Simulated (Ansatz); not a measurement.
A made-up structure of CH4OSi, closed shell:

| atom | x (Å) | y (Å) | z (Å) |
| --- | --- | --- | --- |
| O1 | -1.1358 | -0.9779 | -0.6788 |
| C2 | -0.4067 | 0.1121 | -0.3223 |
| Si3 | 0.9688 | 0.1370 | 0.7197 |
| H4 | -1.8964 | -0.7035 | -1.1956 |
| H5 | -0.7493 | 1.0673 | -0.7200 |
| H6 | 0.2437 | -0.7132 | -0.1828 |
| H7 | 1.5824 | -1.0728 | 1.2985 |

It is relaxed with PBE-D4/def2-SVP and then PBE0-D4/def2-TZVP (Ansatz 0.2.0). Atoms count as bonded within 1.22 times the sum of their covalent radii (H–H: 0.88 Å). The end point is not checked to be a true minimum.

Problem. Does its bonding change? (Judge from chemistry; the calculation decides.)

Solution. The calculation gives: Yes. Formed: none; broken: Si3–H6.

Where it ends: The first stage lowers the energy by 3.53 eV in 12 steps. It ends as CH₄OSi ([OH][CH2][SiH]):
| atom | x (Å) | y (Å) | z (Å) |
| --- | --- | --- | --- |
| O1 | -1.1548 | -1.0114 | -0.2956 |
| C2 | -0.1842 | 0.0023 | -0.4199 |
| Si3 | 1.1472 | 0.1146 | 0.9260 |
| H4 | -1.7497 | -0.9660 | -1.0498 |
| H5 | -0.6342 | 1.0049 | -0.5284 |
| H6 | 0.4312 | -0.1153 | -1.3389 |
| H7 | 0.7514 | -1.1801 | 1.6252 |

Labels in which every atom is bracketed show which atoms are joined, not bond orders.

For scale, one of the runs: PBE0-D4/def2-TZVP relaxation, 123 basis functions, launched by `ansatz run in.yaml --threads 2 --pin off --events-out ev --progress --plain --max-ram 4352MiB`. Hardware: 2 CPU threads of an Intel Xeon Platinum 8175M, shared host. Wall time about 26 s.
